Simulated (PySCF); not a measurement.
Species: thioformamide, CH₃NS.
SMILES: `NC=S`

Theory: PySCF, TDDFT wB97X-D/def2-SVPD, vertical, gas phase, core orbitals frozen in the response. Geometry: PBE0-D3(BJ)/def2-SVP; no solvent, vibrations or thermal averaging. Torsions of this conformer, `[NH2:1][CH:2]=[S:3]`: H–N1–C2–S3 1°, H–N1–C2–S3 179°.

Orbital energies (eV): HOMO-3 -13.16, HOMO-2 -12.53, HOMO-1 -8.86, HOMO -8.18, LUMO 0.61, LUMO+1 2.08, LUMO+2 2.77.

Computed singlets:

| state | E (eV) | f |
| --- | --- | --- |
| S1 | 3.40 | 0.0001 |
| S2 | 5.35 | 0.182 |
| S3 | 6.32 | 0.173 |
| S4 | 6.61 | 0.0045 |
| S5 | 6.84 | 0.088 |
| S6 | 6.94 | 0.010 |
| S7 | 7.38 | 0.0000 |
| S8 | 7.51 | 0.109 |
| S9 | 7.57 | 0.0020 |
| S10 | 7.67 | 0.0007 |

Problem. Which orbital pair leads each of S1, S2, S3, S4, S7 and S10, and how does its energy difference Δε compare with the excitation energy?

Solution. 

```
state  leading configuration  weight  Δε (eV)  E (eV)  E − Δε (eV)       f  other configurations
   S1              HOMO→LUMO    0.99     8.78    3.40        -5.38  0.0001                     –
   S2            HOMO-1→LUMO    0.88     9.47    5.35        -4.11   0.182                     –
   S3            HOMO→LUMO+1    0.72    10.25    6.32        -3.93   0.173           H→L+4 (15%)
   S4          HOMO-1→LUMO+1    0.95    10.94    6.61        -4.33  0.0045                     –
   S7          HOMO-1→LUMO+2    0.92    11.63    7.38        -4.25  0.0000                     –
  S10            HOMO-2→LUMO    0.67    13.14    7.67        -5.46  0.0007         H-1→L+3 (25%)
```

E − Δε runs from -5.46 to -3.93 eV. Among themselves, these states come in the order of their orbital differences.

H and L stand for HOMO and LUMO. The other states: S5 6.84 eV, f 0.088, H→L+2 (48%), H→L+3 (34%), H→L+4 (15%); S6 6.94 eV, f 0.010, H→L+3 (48%), H→L+2 (45%); S8 7.51 eV, f 0.109, H→L+4 (64%), H→L+1 (17%), H→L+3 (9%); S9 7.57 eV, f 0.0020, H→L+5 (97%).

Problem. Which computed triplets share their leading configuration (75% or more) with a singlet, and how far apart are the partners?

Solution. 

```csv
configuration,triplet,E(T) (eV),singlet,E(S) (eV),E(S) − E(T) (eV)
HOMO→LUMO,T1,3.09,S1,3.40,+0.32
HOMO-1→LUMO,T2,3.34,S2,5.35,+2.01
HOMO-1→LUMO+1,T4,6.48,S4,6.61,+0.13
```

The 4 triplets are Tamm–Dancoff values, the singlets full response.

Summed over the main configurations (up to three a state, each over 8%) of all 10 singlets, the electron leaves HOMO with weight 5.61, HOMO-1 with weight 3.00 and HOMO-2 with weight 0.67.

All these states lie below the vertical ionisation energy of 8.74 eV (ΔSCF).
